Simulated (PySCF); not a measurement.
**Mayer bond orders and bond lengths**

Species: C4H4FN.
SMILES with atom numbers: `[H]/[N:1]=[CH:2]\[C:3]#[C:4][CH2:5][F:6]` (hydrogens: H7 on N1; H8 on C2; H9, H10 on C5)

Structure used (PBE0-D3(BJ)/def2-SVP), in Å, numbered top down from 1:
```
atom  x, y, z in Å
N1    -2.744   -0.379   -0.070
C2    -1.843    0.488   -0.312
C3    -0.428    0.315   -0.159
C4     0.772    0.171   -0.030
C5     2.207   -0.012    0.127
F6     2.907    1.124   -0.177
H7    -2.314   -1.250    0.261
H8    -2.160    1.479   -0.677
H9     2.431   -0.301    1.169
H10    2.549   -0.830   -0.531
```

Bond orders from the PBE0/pcSseg-1 density (PySCF). Geometry: PBE0-D3(BJ)/def2-SVP; no solvent, vibrations or thermal averaging.

(1) How far do the computed orders between heavy atoms stray from the drawn ones?

(2) Give the Mayer order of every bond between heavy atoms, beside its length.

## Answers

(1) The largest departure is 0.674, at C3–C4 (drawn triple, 2.326). Drawn single, order above 1.12: C4–C5 (1.149). Drawn double or triple, more than 0.30 short of the drawn order: C3–C4 (2.326).

(2) 
```json
{"bond": "N1–C2", "drawn as": "double", "length (Å)": "1.273", "Mayer order": "2.021"}
{"bond": "C2–C3", "drawn as": "single", "length (Å)": "1.434", "Mayer order": "1.075"}
{"bond": "C3–C4", "drawn as": "triple", "length (Å)": "1.215", "Mayer order": "2.326"}
{"bond": "C4–C5", "drawn as": "single", "length (Å)": "1.456", "Mayer order": "1.149"}
{"bond": "C5–F6", "drawn as": "single", "length (Å)": "1.367", "Mayer order": "0.916"}
```

Bonds between the same two heavy elements. C–C: lowest C2–C3 (1.075, 1.434 Å), highest C3–C4 (2.326, 1.215 Å); in 1 of the 3 pairs the longer bond (by over 0.003 Å) has the higher order (by 0.02 or more).

Q: And the bonds to hydrogen?

A: H–N: 0.94 (1 bond); C–H: 0.92 to 0.93 (3 bonds).

Q: Sum the orders of all bonds at each heavy atom with more than one neighbour and set the sums beside the valence in the SMILES.

A: N1 2.964 (drawn 3), C2 4.028 (drawn 4), C3 3.401 (drawn 4), C4 3.475 (drawn 4), C5 3.903 (drawn 4). Orders between atoms that aren't bonded are not in these sums.

The Mayer order sums products of elements of PS (density times overlap matrix) between the two atoms' basis functions, so it depends on the basis set.
